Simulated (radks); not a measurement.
# F³⁺ in [He] 2s2 2p2: an all-electron calculation

The task here is to estimate one member of a computed series from the others.

Method: Dirac Kohn-Sham, PBE, spin-unpolarised, spherical densities, point nucleus; open shells fill j = l - 1/2 first. Code: radks (a radial shooting solver on a logarithmic mesh, Libxc functionals) version 1.

### The system

* element: fluorine (Z = 9)
* charge: +3
* electrons: 6
* configuration: [He] 2s2 2p2

Set-up of the first run:

The run's settings:

```text
Z 9
configuration [He] 2s2 2p2
relativity Dirac
functional pbe,pbe
spin unpolarised
j_filling energy
nucleus point
c 137.035999084
```

Run with:

```sh
> python run_ks.py task.json out
```

This one command runs every case of the session in turn.

Steps of the session up to this table: Self-consistent calculation.

One of the session's tables, all rows but one given; the rest of the session is left out.

It belongs to the step «Shells». From the orbitals of this run (lengths in bohr):

| level | <r> | outermost maximum (interpolated) |
| --- | --- | --- |
| 1s1/2 | 0.1760 | 0.114 |
| 2s1/2 | 0.8767 | 0.717 |
| 2p1/2 | 0.8277 | 0.624 |
| 2p3/2 | ? | ? |

Q: Estimate the row for 2p3/2 from the others.

**Answer.** <r>: 0.8289; outermost maximum (interpolated): 0.625. In the column «<r>» it lies between 2p1/2 (0.8277) and 2s1/2 (0.8767).

To keep in mind: Spin polarisation and multiplet splitting are left out.
